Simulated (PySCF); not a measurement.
Input for PySCF: R-HF/STO-3G on C10H22 (a complex).

```python
from pyscf import gto, scf, dft, mp
from pyscf.data.elements import chemcore

mol = gto.M(
    atom='''
    C     0.79282258   -1.03299515   -3.00808040
    H     0.84646458   -1.13299415   -4.09383140
    H     1.48431058   -1.75511215   -2.57609740
    C     1.10979558    0.41400985   -2.59615540
    H     1.83105058    0.87920185   -3.26536440
    H     1.54847858    0.42888185   -1.59873340
    C    -0.25165042    1.15474685   -2.59284040
    H    -0.26516942    1.98991985   -3.29049440
    H    -0.45589542    1.56605285   -1.60483340
    C    -1.30580542    0.09286885   -2.95650840
    H    -1.48065242    0.09429985   -4.03382240
    H    -2.26382542    0.26709785   -2.46865940
    C    -0.65397142   -1.23101115   -2.55951040
    H    -1.13153042   -2.09857015   -3.01282440
    H    -0.69311042   -1.35622615   -1.47559740
    C     0.05936658    0.11561485    2.66464360
    C    -0.03697742   -0.03647115    4.18028360
    H     0.95556858   -0.05193715    4.63264160
    H    -0.59590242    0.79141385    4.61871860
    H    -0.54414242   -0.96513715    4.44563360
    C     0.77341958    1.42251985    2.32901860
    H     0.85493958    1.55601885    1.24933660
    H     0.22994758    2.27720885    2.73451960
    H     1.78102458    1.43317085    2.74725160
    C    -1.34564542    0.13543985    2.06732360
    H    -1.30871342    0.25262985    0.98347460
    H    -1.92794442    0.96286285    2.47566960
    H    -1.87554842   -0.79234715    2.28865360
    C     0.84726658   -1.05787015    2.08730560
    H     0.35204558   -2.00486115    2.30754860
    H     0.94210958   -0.97068715    1.00417060
    H     1.85198458   -1.09527415    2.51105360
    ''',
    basis='sto-3g',
    charge=0, spin=0, verbose=3, max_memory=1800)
mf = scf.RHF(mol)
mf.conv_tol = 1e-8
mf.max_cycle = 100
mf.kernel()
if not mf.converged:
    mf = mf.newton().run(mf.mo_coeff, mf.mo_occ)
```

It printed:

```
converged SCF energy = -386.936749015223
```

The calculation finished and met its thresholds.

Cost: very roughly 3 core-seconds.
